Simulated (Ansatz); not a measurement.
A made-up structure of LiSi2H5, closed shell:

```
8
angstrom
Li -2.7605 1.2786 -0.2691
Si -0.5049 0.5683 -0.9110
Si 0.6166 -0.5718 0.7975
H -3.9995 1.5873 0.6784
H 0.4718 1.6528 -1.2758
H 0.7239 0.2815 2.0215
H 2.0009 -1.0379 0.4868
H -0.1521 -1.7843 1.2178
```

It is relaxed with PBE-D4/def2-SVP and then PBE0-D4/def2-TZVP (Ansatz 0.2.0). Atoms count as bonded within 1.22 times the sum of their covalent radii (H–H: 0.88 Å). The end point is not checked to be a true minimum.

Task: Does its bonding change? (Judge from chemistry; the calculation decides.)

Result: Computed: Yes. Formed: Si2–H4; broken: Li1–H4.

Where it ends: The first stage lowers the energy by 2.51 eV in 23 steps. It ends as LiSi₂H₅ ([Li][SiH2][SiH3]):
```csv
atom,x (Å),y (Å),z (Å)
Li1,-2.6598,-0.0180,-1.7478
Si2,-1.1644,1.0644,-0.1359
Si3,0.3084,-0.4347,0.8932
H4,-1.8099,1.7472,1.0392
H5,-0.2359,2.1201,-0.6715
H6,1.2561,0.1449,1.8913
H7,1.1477,-1.1364,-0.1271
H8,-0.4461,-1.5129,1.6048
```

Labels in which every atom is bracketed show which atoms are joined, not bond orders.

For scale, one of the runs: PBE0-D4/def2-TZVP relaxation, 118 basis functions, launched by `ansatz run in.yaml --threads 2 --pin off --events-out ev --progress --plain --max-ram 4352MiB`. The run took about 21 s on 2 CPU threads of an Intel Xeon 6975P-C (shared host).
